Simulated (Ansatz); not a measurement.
Rock-salt MgO, treated with G0W0@PBE0 in Ansatz (hard PAW, contour deformation).

The cell has the measured lattice parameters. Conventional cell: a = 4.2070 Å, b = 4.2070 Å, c = 4.2070 Å, α = 90.00°, β = 90.00°, γ = 90.00°.

The quasiparticle gap at Γ at a fixed k mesh 2×2×2:

| response cutoff | value (eV) |
|---|---|
| 250 eV, 307 empty bands | 7.965 |
| 300 eV, 403 empty bands | 8.008 |
| 400 eV, 621 empty bands | 8.053 |
| 500 eV, 868 empty bands | 8.074 |

### Question
Taking the value to converge with the response cutoff E as E^(−3/2), extrapolate from the last two rows.

### Answer
With y = y∞ + c/w and weights w = 8000 and 11180 for the last two rows, y∞ = (w2 y2 − w1 y1)/(w2 − w1) = (11180 × 8.074 − 8000 × 8.053)/3180 = 8.127 eV, which lies 0.053 beyond the last row. Successive pairs of rows give 8.145, 8.136, 8.127. The limit also hangs on the law assumed, so its last digits aren't firm.

The other settings are not extrapolated, so this is the limit in one setting alone.

Note: GW on a hybrid start was not checked against another program.

Ansatz is an electronic-structure program.
